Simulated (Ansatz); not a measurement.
Run this with the Python package of Ansatz (0.2.0) and show what comes out.

Script `c3h7ns_methods.py`:
```python
"""One geometry of C3H7NS, method by method."""

from pathlib import Path

import ansatz as az
import numpy as np

GEOMETRY = """
C    -1.19750   -0.56770    0.85530
C    -0.01190   -0.13610    0.06790
N     1.04350    0.24020    0.82600
C     0.04620   -0.18060   -1.27990
S     1.29770    0.23980   -2.31950
H    -1.60160    0.34060    1.43800
H    -0.99520   -1.35120    1.52530
H    -2.02850   -0.82120    0.18440
H     1.83690    0.69540    0.36850
H     0.83830    0.72200    1.72570
H    -0.93120   -0.53730   -1.76750
H     1.78030    1.30080   -1.59020
"""


def main() -> None:
    geometry = az.Crystal.molecule()
    for line in GEOMETRY.strip().splitlines():
        symbol, *xyz = line.split()
        geometry = geometry.atom(symbol, [float(v) for v in xyz])

    calc = geometry.calculation().basis(gaussian="cc-pVDZ")

    print("functional    E (Ha)        dipole (D)   HOMO (eV)  LUMO (eV)")
    for name in ["blyp", "lc_wpbe", "r2scan0", "hf", "pbe"]:
        data = calc.functional(name).forces().orbitals().run(runs_dir="runs").report
        lines = Path(data["orbitals_path"]).read_text().splitlines()
        field_of = lambda key: [line.split("=")[1].strip() for line in lines if line.startswith(key)]
        orbitals = [(27.211386 * float(e), s, float(n)) for e, s, n in zip(field_of("Ene="), field_of("Spin="), field_of("Occup="))]
        homo = max(e for e, _, n in orbitals if n > 0.5)
        lumo = min(e for e, _, n in orbitals if n < 0.5)
        dipole = 4.803205 * np.linalg.norm(data["charge_distribution"]["dipole_moment_e_ang"])
        print(f"{name:10s} {data['free_energy_ev'] / 27.211386246:14.6f} {dipole:9.3f} {homo:11.3f} {lumo:10.3f}")


if __name__ == "__main__":
    main()
```

```console
$ python c3h7ns_methods.py
functional    E (Ha)        dipole (D)   HOMO (eV)  LUMO (eV)
blyp          -571.354065     2.700      -3.873     -0.195
lc_wpbe       -571.224680     3.034      -7.717      2.913
r2scan0       -571.302690     2.978      -5.305      0.755
hf            -569.632546     3.044      -7.570      4.127
pbe           -571.053180     2.814      -4.058     -0.314
```

What to keep in mind:
- Total energies depend on the basis set; only differences at equal settings carry meaning.
- The geometry is a force-field or estimated start, not a minimum of this method, and the basis set is short of its limit. A lower total doesn't mark the better method: functionals have no common bound, and MP2 and coupled cluster aren't variational.
- Levels such as HOMO and LUMO are orbital energies: with these approximate functionals they aren't the ionisation energy and electron affinity, and their gap isn't the fundamental gap.
- For Al to Cl the sets with a tight d function, cc-pV(X+d)Z, are usual.
- It ran for 26 s on 1 thread of Arm Neoverse V1 (shared host), peak memory 0.31 GiB.
